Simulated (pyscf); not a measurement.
**Concerted two-bond exchange: H₂ + H₂C=C=CH₂ → CH₄ + :C=CH₂ [singlet]**

Gas phase, singlet surface, charge 0. Bonds broken: H1–H2, C3–C4. Bonds formed: H1–C3, H2–C3. Single points on ωB97X-D3(BJ)/def2-SVP structures (PySCF, gas phase).

Transition state (Å):

```xyz
9

H      0.7347     0.2242     0.4202
H      1.3553     1.0555     0.5691
C      0.5929     0.4272     1.5643
C     -0.2729    -0.7632     1.2427
C     -0.3605    -1.2712     0.0083
H      1.4461     0.1946     2.2104
H      0.0283     1.3254     1.8362
H     -0.9945    -2.1373    -0.2151
H      0.1864    -0.8737    -0.8822
```

One imaginary mode, 1539i cm⁻¹; descent along it reached the two sides named.

```json
[
 {"bond": "H1–H2", "change": "breaks", "reactant side (Å)": "0.761", "saddle": "1.048", "product side": "1.795"},
 {"bond": "C3–C4", "change": "breaks", "reactant side (Å)": "1.311", "saddle": "1.507", "product side": "3.4"},
 {"bond": "H1–C3", "change": "forms", "reactant side (Å)": "3.2", "saddle": "1.171", "product side": "1.100"},
 {"bond": "H2–C3", "change": "forms", "reactant side (Å)": "3.9", "saddle": "1.402", "product side": "1.100"}
]
```

Electronic energies relative to the separated reactants (eV):

```csv
level,barrier,reaction energy,reverse barrier
ωB97X-D3(BJ)/def2-TZVP,3.67,+1.39,2.28
PBE/def2-TZVP,3.24,+1.71,1.53
r²SCAN/def2-TZVP,3.39,+1.65,1.74
B3LYP-D3(BJ)/def2-TZVP,3.61,+1.53,2.08
PBE0-D3(BJ)/def2-TZVP,3.36,+1.60,1.76
M06-2X/def2-TZVP,3.70,+1.55,2.15
ωB97M-D3(BJ)/def2-TZVP,3.63,+1.35,2.28
HF/def2-TZVP,4.35,+0.85,3.50
```

With ωB97M-D3(BJ)/def2-TZVP energies and thermal terms (ideal gas, 1 atm, RRHO with modes under 100 cm⁻¹ raised to 100, one conformer, R ln 2 for chiral ones without a mode under 150 cm⁻¹), in eV:

```
T (K)   ΔH‡   ΔG‡     ΔH     ΔG
-----  ----  ----  -----  -----
298    3.68  3.99  +1.44  +1.33
600    3.63  4.34  +1.40  +1.23
900    3.62  4.69  +1.36  +1.15
1200   3.62  5.05  +1.33  +1.08
```

The same reactants have a lower exit, to HC≡C–CH₃ + H₂ (barrier +2.16 eV at ωB97M-D3(BJ)/def2-TZVP, against +3.63 eV here). :C=CH₂ [singlet] lies 1.80 eV over its isomer HC≡CH (electronic energy, ωB97M-D3(BJ)/def2-TZVP). One saddle was located; it need not be the lowest between these sides.
